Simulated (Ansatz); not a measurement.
We consider fcc Ir, described by r²SCAN+rVV10 (PAW; Ansatz, a quantum-chemistry and plane-wave program).

Input file:

Ansatz 0.2 input:
```yaml
crystal:
  lattice:
    - [0.0, 1.9166906484, 1.9166906484]
    - [1.9166906484, 0.0, 1.9166906484]
    - [1.9166906484, 1.9166906484, 0.0]
  atoms:
    - { symbol: Ir, position: [0.0, 0.0, 0.0] }
basis:
  ecutwfc: 560
  ecutrho_ratio: 4
  xc_grid: 3
kpoints:
  mp_grid: { grid: [24, 24, 24] }
hamiltonian:
  xc: r2scan
  dispersion: rvv10
  pseudopotentials: { kind: paw }
scf:
  occupations: { method: fermi_dirac, width: 0.05 }
  convergence: { dr2_threshold: 0.0000000001 }
output:
  forces: false
  stress: true
  eigenvalues: true
```

Excerpt of the program's output:

```
Crystal: 1 atoms, lattice volume = 14.083 Å³
Basis set: ecut = 560 eV, 411 PW (Γ), exchange–correlation on 72×72×72 points (27 copies of the dense FFT grid, shifted against one another)
Bands: 13, of which v1, the nominal top of the filled ones, is band 9 counted from 1 (8 counted from 0)
Symmetry: 48 space group operations
Space group: Fm-3m (ITA 225), of the structure as read, at distance tolerance 2.4e-5 Å
k-points: 413 of 13824
Functional: x = r2scan, c = r2scan + rvv10(b = 11.95, C = 0.0093); τ floored in thin density (d = 2e-4 eV/Å³)
SCF iter   1: F=—  HF=-11945.837920 eV  |F-HF|=—  |Δ(HF+E_count)|=         —  Δρ=1.05e-2  dr2=5.39e-3  dr2_τ=3.58e-2
SCF iter   2: F=—  HF=-11945.865814 eV  |F-HF|=—  |Δ(HF+E_count)|=   2.79e-2  Δρ=5.23e-3  dr2=8.57e-4  dr2_τ=3.51e-4
  ...
SCF iter   7: F=—  HF=-11945.866537 eV  |F-HF|=—  |Δ(HF+E_count)|=   2.95e-9  Δρ=1.72e-6  dr2=2.77e-10  dr2_τ=2.64e-11
SCF iter   8: F=-11945.866537 eV  HF=-11945.866537 eV  |F-HF|=7.28e-12  |Δ(HF+E_count)|=  1.96e-10  Δρ=2.13e-7  dr2=4.15e-12  dr2_τ=3.19e-13
SCF 1 converged in 8 iterations: F = -11945.866537 eV  dr2 = 4.15e-12
SCF converged after 8 iterations
Free energy (F): -11945.866537 eV
Internal energy: -11945.859281 eV  (E = F + TS)
E sigma→0 (E₀):  -11945.862909 eV
Fermi energy:    25.721694 eV
--- Stress (GPa, compression-positive) ---
       -0.000276      -0.000000       0.000000
       -0.000000      -0.000276      -0.000000
        0.000000      -0.000000      -0.000276
  P = ⅓ Tr σ = -0.0003 GPa (-0.003 kbar)
```

The PAW data were made under PBE.
